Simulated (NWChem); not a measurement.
Species: methyl formate (C₂H₄O₂); SMILES COC=O

```xyz
8

C     -0.5193    -1.3271     0.0026
O      0.6885    -0.5433     0.0014
C      0.5082     0.7868     0.0003
O     -0.5551     1.3571    -0.0001
H     -1.1134    -1.1147    -0.8902
H     -0.1930    -2.3671     0.0087
H     -1.1177    -1.1056     0.8901
H      1.4923     1.2801    -0.0003
```
Atoms are numbered in this order, from 1.

Computed with NWChem. Structure relaxed at the B3LYP/6-31G* (spherical d) level. Solvent water, SMD (1 M gas to 1 M solution), gas-phase geometry.

Problem. Taking B3LYP/def2-TZVPD as the yardstick, which of these has the fewest basis functions while keeping “solvation free energy (kcal/mol)” within 0.5 kcal/mol of it: B3LYP/def2-SVP; B3LYP/STO-3G; B3LYP/def2-SVPD; B3LYP/def2-TZVPP; B3LYP/def2-TZVP?

Solution. B3LYP/def2-SVP.
| level | basis functions | solvation free energy (kcal/mol) | relative time (rough) |
|---|---|---|---|
| B3LYP/STO-3G | 24 | 1.1 | 1 |
| B3LYP/def2-SVP | 76 | -2.1 | 3 |
| B3LYP/def2-SVPD | 118 | -2.7 | 10 |
| B3LYP/def2-TZVP | 148 | -2.5 | 20 |
| B3LYP/def2-TZVPP | 180 | -2.5 | 20 |
| B3LYP/def2-TZVPD | 190 | -2.5 | 20 |

The yardstick is one finite set, not the basis-set limit.
